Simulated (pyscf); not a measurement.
[O–Ti(Cl)(Cl)–Cl]• + hydrogen (H₂) -> HO–Ti(Cl)(Cl)–Cl + H atom (H•), a hydrogen abstraction (doublet surface; H–H broken, H–O formed). Structures and frequencies: ωB97X-D3(BJ)/def2-SVP in PySCF. Energies in kcal/mol from the separated reactants.

Small-basis levels: PySCF, no dispersion term, spherical d functions. Open shells are spin-unrestricted. 

```csv
level,barrier,reaction energy
MP2/6-31G*+LANL2DZ,6.4,-31.1
SVWN5/6-31G*+LANL2DZ,-7.7,-17.8
B3LYP/STO-3G,3.7,+11.1
B3LYP/3-21G,0.0,-10.5
B3LYP/LANL2DZ,1.4,-13.5
B3LYP/6-31G*+LANL2DZ,2.9,-9.6
M06-2X/6-31G*+LANL2DZ,3.2,-17.5
ωB97M-D3(BJ)/def2-TZVP,1.6,-19.8
```

Against the last row the barrier runs from -9.3 (SVWN5/6-31G*+LANL2DZ) to +4.8 kcal/mol (MP2/6-31G*+LANL2DZ). At SVWN5/6-31G*+LANL2DZ, B3LYP/STO-3G this geometry lies under one side, so the entry may be no barrier of that level: it is a single point on another level's saddle. ωB97M-D3(BJ)/def2-TZVP has limits of its own. One saddle was located; it need not be the lowest between these sides. The angle at the transferred H is 150°. Open-shell species with a d-block atom are single-reference here; other states, and whether the spin sits on metal or ligand, were not checked.
